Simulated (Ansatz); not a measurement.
Geometry optimisation, UKS revPBE-D4/def2-mTZVP in Ansatz.

input.yaml

```yaml
crystal:
  periodic: [false, false, false]
  atoms:
    - { symbol: H, position_ang: [-0.2111, -0.0445, -0.1121] }
    - { symbol: Si, position_ang: [1.4347, 0.237, 0.7415] }
    - { symbol: C, position_ang: [-1.4361, -0.2392, -0.7423] }
    - { symbol: H, position_ang: [1.3154, 1.5387, 1.3785] }
    - { symbol: H, position_ang: [1.5775, -0.856, 1.6898] }
    - { symbol: H, position_ang: [2.4241, 0.2073, -0.3235] }
    - { symbol: H, position_ang: [-1.5242, -1.3, -0.9083] }
    - { symbol: H, position_ang: [-1.3975, 0.3206, -1.6617] }
    - { symbol: H, position_ang: [-2.1829, 0.1361, -0.062] }
magnetization:
  spin_polarized: true
  initial_magnetization: 1
basis:
  gaussian: { orbitals: def2-mTZVP }
hamiltonian:
  xc: revpbe
  dispersion: d4
relax:
  f_tol: 0.15
  max_steps: 25
  restrain:
    - { distance: [0, 2], at: 2.37, k: 30.0 }
    - { distance: [1, 0], at: 1.42, k: 30.0 }
output:
  orbitals: {}
```

Command:

```bash
$ ansatz run input.yaml --threads 2 --pin off --max-ram 3072MiB --backend cpu --events-out ev --progress --plain --runs-dir out
```

Where does it end, and by what steps?

It converged. The restraints hold the end off the free minimum. After 5 steps the energy has risen by 0.105 eV (the restraints' own energy left out); C3 moved furthest, 0.49 Å. Joined: H1–Si2.

```csv
step,energy less start (eV),largest force component (eV/Å),accepted
0,0.0000,1.721,yes
1,0.2444,0.913,yes
2,0.2673,1.560,yes
3,0.2801,1.275,yes
4,0.1099,0.809,yes
5,0.1050,0.853,yes
```

```xyz
9
Properties=species:S:1:pos:R:3
H 0.213 0.030 0.123
Si 1.493 0.248 0.772
C -1.869 -0.310 -0.967
H 1.493 1.575 1.469
H 1.746 -0.833 1.780
H 2.592 0.231 -0.247
H -1.700 -1.384 -1.011
H -1.568 0.322 -1.799
H -2.400 0.121 -0.121
```

The run took 8.8 s on 2 threads of Arm Neoverse V1, with other jobs on the host, peak memory 0.13 GiB.
